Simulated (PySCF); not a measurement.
A PySCF script (with the pyscf-properties extension) for the NMR shieldings of SMILES [H][B-]([H])([H])OC, [CH6BO]-, on a PBE0-D3(BJ)/def2-SVP geometry:

```python
import basis_set_exchange as bse
import numpy as np
from pyscf import gto, dft
from pyscf.prop import nmr

atoms = """
B    -0.386377    0.617935   -0.954823
O    -0.350168    0.555331    0.529891
C     0.321778   -0.515255    1.028894
H    -0.104221   -1.501525    0.709488
H     0.311878   -0.510414    2.143009
H     1.398184   -0.554455    0.718847
H     0.783438    0.683919   -1.435810
H    -1.027813    1.633911   -1.300169
H    -0.946719   -0.409448   -1.439327
"""
names = dict.fromkeys(["B", "O", "C", "H"], "pcSseg-1")
basis = {el: gto.basis.parse(bse.get_basis(n, elements=[el], fmt="nwchem")) for el, n in names.items()}
mol = gto.M(atom=atoms, basis=basis, charge=-1, verbose=0)
mf = dft.RKS(mol, xc="PBE0")
mf.grids.level = 2
mf.grids.alignment = dft.numint.BLKSIZE   # the property module wants whole blocks of grid points
mf.conv_tol = 1e-9
mf.kernel()

calc = nmr.RKS(mf)   # GIAO
C = mf.mo_coeff
Co = C[:, mf.mo_occ > 0]
resp = mf.gen_response(singlet=True, hermi=2)
def vind(x):   # induced exchange potential for any number of trial vectors
    d = np.einsum("pi,xij,qj->xpq", C, 2 * x.reshape(-1, C.shape[1], Co.shape[1]), Co, optimize=True)
    return np.einsum("xpq,pi,qj->xij", resp(d - d.transpose(0, 2, 1)), C, Co, optimize=True).ravel()
mo1, _ = nmr.rhf.solve_mo1(calc, with_cphf=vind)
sigma = calc.kernel(mo1)
for i, s in enumerate(sigma):   # ppm
    print("%2d %-2s %9.2f" % (i, mol.atom_pure_symbol(i), np.trace(s) / 3))
```

Question: What does it print?

Answer: 
```
 0 B     114.89
 1 O     335.75
 2 C     123.25
 3 H      28.23
 4 H      27.99
 5 H      28.23
 6 H      28.97
 7 H      28.63
 8 H      28.97
```

These numbers come from an equivalent density-fitted implementation of the same equations, which agrees with the script to about 0.01 ppm for H and up to a few tenths of a ppm for heavy atoms, so last digits may differ.

Question: Turn these shieldings into chemical shifts. Scale: BF3·OEt2 for 11B (100.73 ppm); 17O (334.56 ppm) vs H2O; 13C (184.41 ppm), 1H (31.27 ppm) vs TMS (reference shieldings calculated alike).

Answer: Averaging equivalent atoms: B 0: -14.2; O 1: -1.2; C 2: 61.2; H 3/4/5: 3.12; H 6/7/8: 2.41 ppm. Experimental scales use liquid or dissolved standards, which lie at an offset from isolated H2O (liquid H2O: subtract about 36 ppm).

Size and cost of the density-fitted run: 81 basis functions, 4 s wall time on 1 thread of an Arm Neoverse V1, shared host.
